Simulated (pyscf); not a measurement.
Single points on ωB97X-D3(BJ)/def2-SVP structures (PySCF, gas phase).

Question: Estimate by transition-state theory (the high-pressure limit) the rate constant of H₃C–SiH(CH₃)–CH₃ → CH₄ + H₃C–Si:–CH₃ [singlet] (singlet surface; C–Si, H–Si broken, C–H formed) at 900 K, with ωB97M-D3(BJ)/def2-TZVP energies (ideal gas, 1 atm, RRHO with modes under 100 cm⁻¹ raised to 100, one conformer, R ln 2 for chiral ones without a mode under 150 cm⁻¹; no tunnelling).

Answer: The electronic barrier is 77.7 kcal/mol and the thermal terms add -3.7, so ΔG‡ = 74.0 kcal/mol. With k_BT/h = 1.88e+13 s⁻¹ and RT = 1.788 kcal/mol, k = 2.0e-05 s⁻¹, a half-life of 3.5e+04 s through this channel alone. Wigner's tunnelling factor for 1331i cm⁻¹ would be 1.19. A shift of 1 kcal/mol in the barrier changes k by a factor 1.7. H₃C–Si:–CH₃ [singlet] lies 7.4 kcal/mol over its isomer H₂C=CH–SiH₃ (electronic energy, ωB97M-D3(BJ)/def2-TZVP). One saddle was located; it need not be the lowest between these sides.
